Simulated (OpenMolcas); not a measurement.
# Potential curves of S₂: spin-free states

Calculated with OpenMolcas 26.06: state-averaged CASSCF(8,6) over S 3p, S 3p, XMS-CASPT2 (IPEA 0.25, imaginary shift 0.2 hartree), scalar X2C, ANO-RCC-VTZP, then RASSI spin–orbit state interaction with atomic mean-field integrals. C2 symmetry about the axis (a holds Σ, Δ, Γ; b holds Π, Φ, H; Σ⁺ and Σ⁻ are not told apart); roots by multiplicity and irrep: 3a 5, 1a 6, 3b 4, 1b 2, 5b 2.

XMS-CASPT2 energies in eV from the lowest point. Curves are followed by energy order within each symmetry, so they are adiabatic and may change character at avoided crossings and where g and u states cross; Σ⁺ and Σ⁻ are counted together.

```json
{"R (Å)": "1.835", "(1)3Σ": "0.079", "(1)1Δ": "0.656", "(1)1Σ": "1.164", "(1)3Δ": "4.069", "(2)3Σ": "4.228", "(1)5Π": "7.399"}
{"R (Å)": "1.921", "(1)3Σ": "0.000", "(1)1Δ": "0.542", "(1)1Σ": "1.021", "(1)3Δ": "3.392", "(2)3Σ": "3.533", "(1)5Π": "6.334"}
{"R (Å)": "2.017", "(1)3Σ": "0.158", "(1)1Δ": "0.665", "(1)1Σ": "1.100", "(1)3Δ": "2.974", "(2)3Σ": "3.103", "(1)5Π": "5.465"}
{"R (Å)": "2.113", "(1)3Σ": "0.472", "(1)1Δ": "0.928", "(1)1Σ": "1.328", "(1)3Δ": "2.800", "(2)3Σ": "2.913", "(1)5Π": "4.857"}
{"R (Å)": "2.248", "(1)3Σ": "1.044", "(1)1Δ": "1.443", "(1)1Σ": "1.768", "(1)3Δ": "2.805", "(2)3Σ": "2.905", "(1)5Π": "4.319"}
{"R (Å)": "2.421", "(1)3Σ": "1.841", "(1)1Δ": "2.137", "(1)1Σ": "2.383", "(1)3Δ": "3.046", "(2)3Σ": "3.129", "(1)5Π": "3.996"}
{"R (Å)": "2.689", "(1)3Σ": "2.957", "(1)1Δ": "3.047", "(1)1Σ": "3.175", "(1)3Δ": "3.563", "(2)3Σ": "3.627", "(1)5Π": "3.910"}
{"R (Å)": "3.650", "(1)3Σ": "4.202", "(1)1Δ": "4.273", "(1)1Σ": "4.164", "(1)3Δ": "4.334", "(2)3Σ": "4.319", "(1)5Π": "4.242"}
```

Left out for impure symmetry, kinks or missing points, though low: (2)1Σ, (1)3Π, (3)3Σ, (2)3Π, (1)1Π, (2)1Δ, (3)1Σ, (4)1Σ. g and u states are not told apart. Only roots inside an energy window near the equilibrium distance were included, so the list of states is not complete; labels number the states computed. Each spin and symmetry block has orbitals of its own, averaged over its own roots, so gaps between blocks are less sure than gaps within one and near the minimum can be off by tenths of an eV, in bad cases by more. No Rydberg orbitals are active, so Rydberg states, and σ→σ* states whose orbital the CASSCF left unused, can be missing between those listed. CASPT2 splits the two components of degenerate states numerically, here by up to 203 cm⁻¹. At stretched bonds a block can hold a wrong CASSCF solution and miss its lowest state; points past a visible jump are left out. No roots were computed in block 5a (none fell in the window or the block failed), so states of that kind are missing and can lie low or lowest. Points that failed a check (symmetry, reference weights, a jump) are left out.
